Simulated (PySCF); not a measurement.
**Where the electron goes**

C4H10P (charge +1).
Z-matrix (Å and degrees, GFN2-xTB geometry), rows numbered from 1:
```
C 
C   1  1.5164
C   2  1.5558  1  117.30
C   3  1.5526  2   97.87  1  -137.88
P   4  1.8205  3   89.69  2    16.94
H   1  1.0880  2  109.14  3   -64.72
H   1  1.0876  2  111.28  3   176.11
H   1  1.0885  2  111.37  3    54.52
H   2  1.0948  1  110.70  3   128.83
H   3  1.0890  2  110.88  1   -21.25
H   3  1.0873  2  114.12  1   101.12
H   4  1.0915  3  112.59  2   -96.18
H   4  1.0890  3  116.34  2   137.22
H   5  1.3792  2  122.06  1  -106.89
H   5  1.3766  2  113.46  1    23.54
```

The calculation used TDDFT B3LYP/def2-SVPD, vertical, gas phase, core orbitals frozen in the response (PySCF).

Frontier orbitals with the atoms that hold most of them (Löwdin shares over 4%, at most four atoms; ? is withheld):

| orbital | ε (eV) | atoms |
| --- | --- | --- |
| LUMO+2 | -4.55 | P5 40%, H15 21%, C4 9%, C2 6% |
| LUMO+1 | -4.69 | P5 33%, H14 23%, C4 8%, H15 7% |
| LUMO | -5.88 | ? |
| HOMO | ? | C2 19%, C1 18%, P5 15%, C4 11% |
| HOMO-1 | -14.04 | ? |
| HOMO-2 | -14.45 | C3 21%, C2 17%, H10 13%, C1 12% |
| HOMO-3 | -14.93 | C4 28%, C3 22%, P5 15%, C1 11% |

Q: Give the leading atoms of the HOMO-1.

A: C3 (bonded to 2 C and 2 H) 22%; C2 (bonded to 2 C, P and H) 19%; C1 (bonded to C and 3 H) 19%; H7 (bonded to C) 11%. By element: carbon 60% or more, hydrogen 11% or more.

Q: Give the leading atoms of the LUMO.

A: P5 (bonded to 2 C and 2 H) 42%; C2 (bonded to 2 C, P and H) 14%; C4 (bonded to C, P and 2 H) 12%; H14 (bonded to P) 11%. By element: phosphorus 42%, carbon 26% or more, hydrogen 11% or more.

Q: What is the HOMO energy, and the HOMO–LUMO gap?

A: ε(HOMO) = -13.96 eV; the gap is 8.08 eV (0.2970 hartree).

Q: How does S1 compare with the orbital gap of 8.08 eV?

A: S1 is at 7.03 eV (f = 0.018), 1.06 eV below the gap, made of HOMO-1→LUMO (94%). Its leading pair isn't HOMO and LUMO; the energies of that pair differ by 8.16 eV. Without the coupling terms of the response equations the lowest excitation would equal the gap.

Q: One configuration dominates each of S1, S2, S3, S5 and S8. Which, and how do the shares of the two leading atoms of either orbital change from the occupied to the empty one?

A: 
- S1 (7.03 eV, f 0.018), HOMO-1→LUMO (94%): C3 22% → at most 11%, C2 19% → 14%, P5 at most 12% → 42%
- S2 (7.12 eV, f 0.012), HOMO→LUMO (90%): C2 19% → 14%, C1 18% → at most 11%, P5 15% → 42%
- S3 (7.48 eV, f 0.0030), HOMO-2→LUMO (94%): C3 21% → at most 11%, C2 17% → 14%, P5 at most 13% → 42%
- S5 (8.23 eV, f 0.0038), HOMO→LUMO+1 (87%): C2 19% → at most 7%, C1 18% → at most 7%, P5 15% → 33%, H14 at most 12% → 23%
- S8 (8.38 eV, f 0.021), HOMO-1→LUMO+1 (78%): C3 22% → at most 7%, C2 19% → at most 7%, P5 at most 12% → 33%, H14 at most 12% → 23%

One conformer stands for the species.
